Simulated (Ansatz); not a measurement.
Geometry optimisation, RKS B3LYP-D4/6-31G* in Ansatz.

Input file:

```yaml
crystal:
  periodic: [false, false, false]
  atoms:
    - { symbol: Al, position_ang: [0.135529, -0.582389, -0.298365] }
    - { symbol: H, position_ang: [-0.370131, 0.468745, 2.209546] }
    - { symbol: H, position_ang: [1.522931, 0.179553, -0.34011] }
    - { symbol: H, position_ang: [-1.166903, -0.182591, -1.106244] }
    - { symbol: "N", position_ang: [0.004306, -2.089714, 0.793632] }
    - { symbol: H, position_ang: [-0.86266, -2.616884, 0.806899] }
    - { symbol: C, position_ang: [1.010779, -2.64248, 1.684549] }
    - { symbol: H, position_ang: [1.255301, -3.688412, 1.445857] }
    - { symbol: H, position_ang: [1.937603, -2.065085, 1.597112] }
    - { symbol: H, position_ang: [0.704518, -2.605995, 2.742166] }
    - { symbol: H, position_ang: [-0.376375, -0.216847, 2.020958] }
basis:
  gaussian: { orbitals: "6-31G*" }
hamiltonian:
  xc: b3lyp
  dispersion: d4
relax:
  f_tol: 0.03
  max_steps: 50
output:
  orbitals: {}
```

Command:

```bash
$ ansatz run input.yaml --threads 1 --pin off --max-ram 2048MiB --backend cpu --events-out ev --progress --plain --runs-dir out
```

Where does it end, and by what steps?

The run converged. After 19 steps the energy has fallen by 0.250 eV; H2 moved furthest, 1.17 Å.

| step | energy less start (eV) | largest force component (eV/Å) | accepted |
| --- | --- | --- | --- |
| 0 | 0.0000 | 1.598 | yes |
| 1 | -0.1568 | 0.669 | yes |
| 2 | -0.2072 | 0.243 | yes |
| 3 | -0.2238 | 0.219 | yes |
| 4 | -0.2307 | 0.153 | yes |
| 5 | -0.2370 | 0.038 | yes |
| 6 | -0.2397 | 0.039 | yes |
| 7 | -0.2303 | 0.703 | no |
| 8 | -0.2420 | 0.046 | yes |
| 9 | -0.2434 | 0.132 | yes |
| 10 | -0.2427 | 0.231 | no |
| 11 | -0.2453 | 0.043 | yes |
| 12 | -0.2467 | 0.041 | yes |
| 13 | -0.2478 | 0.079 | yes |
| 14 | -0.2484 | 0.065 | yes |
| 15 | -0.2492 | 0.060 | yes |
| 16 | -0.2495 | 0.051 | yes |
| 17 | -0.2482 | 0.108 | no |
| 18 | -0.2498 | 0.032 | yes |
| 19 | -0.2498 | 0.001 | yes |

```xyz
11
Properties=species:S:1:pos:R:3
Al 0.299 -0.811 -0.667
H -0.833 0.187 3.251
H 1.784 -0.364 -0.996
H -0.997 -0.363 -1.464
N 0.056 -1.909 0.717
H -0.884 -2.218 0.946
C 1.051 -2.489 1.612
H 1.060 -3.587 1.564
H 2.048 -2.139 1.327
H 0.885 -2.199 2.659
H -0.673 -0.151 2.607
```

Whether the end is a true minimum wasn't checked by a vibrational analysis.

The run took 58 s on 1 thread of Arm Neoverse V1 (shared host), peak memory 0.14 GiB.
